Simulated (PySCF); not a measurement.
## SiH: from constants to spectrum

UHF-CCSD(T) constants of SiH, ²Π (doublet), unpaired electrons π ↑ (basis Si def2-SVPD, H def2-SVPD; no relativity; PySCF 2.14; masses 27.9769 and 1.0078 u):

| Quantity | Value |
| --- | --- |
| ωe | 2039.5 cm⁻¹ |
| ωexe | 37.6 cm⁻¹ |
| Be | 7.3849 cm⁻¹ |
| αe | 0.217 cm⁻¹ |
| D (centrifugal) | 0.000387 cm⁻¹ |
| De to Si + H | 2.97 eV |

Give the vibrational terms G(v) and spacings up to v = 6.

G(v) = ωe(v+½) − ωexe(v+½)².

```
v  G(v) (cm⁻¹)  G(v) − G(v−1)  Bv (cm⁻¹)
0         1010                     7.276
1         2975           1964      7.059
2         4864           1889      6.842
3         6678           1814      6.625
4         8416           1739      6.408
5        10080           1664      6.191
6        11668           1588      5.974
```

How well does the Morse estimate ωe²/(4ωexe) reproduce De, and what is D0?

It gives 3.43 eV, 115 % of the computed De. D0 = De − G(0) = 2.97 − 0.13 = 2.84 eV.

Correlated steps freeze 5 core orbitals. Correlated levels converge slowly with the basis: in double zeta they bind strong bonds too weakly, by up to about 1 eV, and carry superposition errors of some tenths. The state is the lowest determinant that a PBE0 search found; another state may lie lower at other levels.
